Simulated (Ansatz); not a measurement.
Bulk modulus (GPa) of solids drawn from the class of elemental solids other than molecular ones, at two levels: PBE (plane waves, PAW; Ansatz, an electronic-structure program), and r²SCAN0 (PAW; Ansatz).

| solid | PBE | r²SCAN0 | shift (%) |
|---|---|---|---|
| fcc Rh | 257 | 309 | +20 |
| bcc Fe | 197 | 157 | -20 |
| bcc Mo | 259 | 300 | +15.8 |
| grey tin (α-Sn) | 35.1 | 48.4 | +38 |
| fcc Ca | 17.4 | 18.0 | +3.4 |
| fcc Cu | 141 | 142 | +0.7 |
| bcc W | 303 | 345 | +13.9 |
| fcc Pd | 168 | 182 | +8.3 |
| bcc Ta | 194 | 195 | +0.5 |
| fcc Pt | 248 | 282 | +13.7 |

The shifts run from -20 % to +38 %, with a median of +11.0 %.

Of 10 rows, r²SCAN0 is the larger in 9 and the smaller in 1.

Ansatz's runs of these crystals have no spin polarisation, but for bcc Fe. Meta-GGAs and exact exchange favour moments, which can bear on fcc Rh, bcc Fe, fcc Pd, fcc Pt.

Density-functional runs with spin start from parallel moments for bcc Fe.

Spin–orbit coupling is left out, also for the solids with elements from indium on (grey tin (α-Sn), bcc W, bcc Ta, fcc Pt); its size isn't shown.

Exact exchange on metals is sensitive to the k mesh.

Each level is taken at its own relaxed cell. Ansatz's density-functional and Hartree–Fock values are scalar-relativistic unless marked +SOC, with PAW data made under PBE.
